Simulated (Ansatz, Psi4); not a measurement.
**Heat of formation of HBS (hydrogen boron sulfide) from total energies**

HBS has 3 atoms, charge 0, and is taken as a singlet. As SMILES, `B=S`. Geometry: relaxed at PBE0-D4/def2-TZVP.

```xyz
3

B    -0.0387   -0.0146    0.1348
S     0.3992    0.1476   -1.3933
H    -0.3605   -0.1331    1.2585
```

Total energies at HSE06/def2-TZVPPD (Psi4 1.11); the atoms run unrestricted:

| species | state | energy (Eh) |
| --- | --- | --- |
| HBS | singlet | -423.511799 |
| B | doublet | -24.621654 |
| S | triplet | -397.991952 |
| H | doublet | -0.501229 |

Harmonic wavenumbers at PBE0-D4/def2-TZVP, in cm⁻¹: 731, 731, 1212, 2836.

Measured heats of formation of the gaseous atoms at 298.15 K, in kJ/mol: B 570.3, S 277.0, H 218.0. Spin-orbit lowering of the atoms at 298 K (mean of the ground term's levels less their thermal mean, from spectra), in kJ/mol: B 0.00, S 1.88. Take 1 Eh = 2625.50 kJ/mol, 1 cm⁻¹ = 0.0119627 kJ/mol, RT = 2.479 kJ/mol.

Work out the heat of formation of the gas at 298 K.


1. Electronic atomisation energy: (-24.621654) + (-397.991952) + (-0.501229) − (-423.511799) = 0.396964 Eh = 1042.2 kJ/mol.
2. Zero-point energy: half the sum of the wavenumbers, 2755 cm⁻¹ = 33.0 kJ/mol.
3. Thermal vibrational enthalpy, Σ hcν̃/(exp(hcν̃/kT) − 1): 0.6 kJ/mol. Translation, rotation and pV of a linear molecule: 3.5 RT = 8.7 kJ/mol.
4. The 3 free atoms carry 5/2 RT each: 18.6 kJ/mol.
5. Spin-orbit coupling lowers the free atoms by 0.00 + 1.88 = 1.9 kJ/mol.
6. Atomisation enthalpy at 298 K: 1042.2 − 1.9 − 33.0 − 0.6 − 8.7 + 18.6 = 1016.6 kJ/mol.
7. Sum of the atoms' heats of formation: 1065.3 kJ/mol. Heat of formation: 1065.3 − 1016.6 = +48.7 kJ/mol.

The tabulated value is +50.2 kJ/mol (NIST-JANAF tables; in doubt, as an older value, an estimate or one at odds with other calculations), so this level is off by -1.5 kJ/mol, or 0.1 % of the atomisation enthalpy that the table implies (1015.1 kJ/mol). Anharmonicity and any spin-orbit splitting of the molecule are left out.
